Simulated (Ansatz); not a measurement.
1T (CdI2-type) SnSe₂ was calculated with r²SCAN+rVV10 in Ansatz (PAW).

Numerical settings: plane-wave cutoff 560 eV, 12×12×6 k mesh (along the axes of the cell as run), Fermi–Dirac smearing 0.01 eV, scalar-relativistic PAW data made under PBE.

Cell (relaxed at this level):

```cif
data_Se2Sn
_chemical_formula_sum 'Sn1 Se2'
_space_group_name_H-M_alt 'P-3m1'
_space_group_IT_number 164
_space_group_name_Hall '-P 3 2"'
_cell_length_a 3.82549
_cell_length_b 3.82549
_cell_length_c 6.23283
_cell_angle_alpha 90.000
_cell_angle_beta 90.000
_cell_angle_gamma 120.000
loop_
_atom_site_label
_atom_site_type_symbol
_atom_site_symmetry_multiplicity
_atom_site_Wyckoff_symbol
_atom_site_fract_x
_atom_site_fract_y
_atom_site_fract_z
_atom_site_occupancy
Sn1 Sn 1 a 0.00000 0.00000 0.00000 1
Se1 Se 2 d 0.33333 0.66667 0.25288 1
```

Task: Predict the bulk modulus B0, band gap, smallest direct gap on the k points sampled and direct gap at Γ.

Result: 
* **bulk modulus B0**: 24.6 GPa
* **band gap**: 0.93 eV
* **smallest direct gap on the k points sampled**: 1.49 eV
* **direct gap at Γ**: 1.52 eV

Measured, for comparison: band gap 0.98 eV (temperature not stated, not corrected to a static lattice, indirect, our sources range from 0.98 to 1.06; as tabulated in Gonzalez and Oleynik (2016), arXiv:1609.04381).

Note: the bulk modulus comes from volumes at which shape and atoms were relaxed.

Spin–orbit coupling is not included.

The computed numbers hold no vibrational or temperature effects.

Ansatz is a quantum-chemistry and plane-wave program.
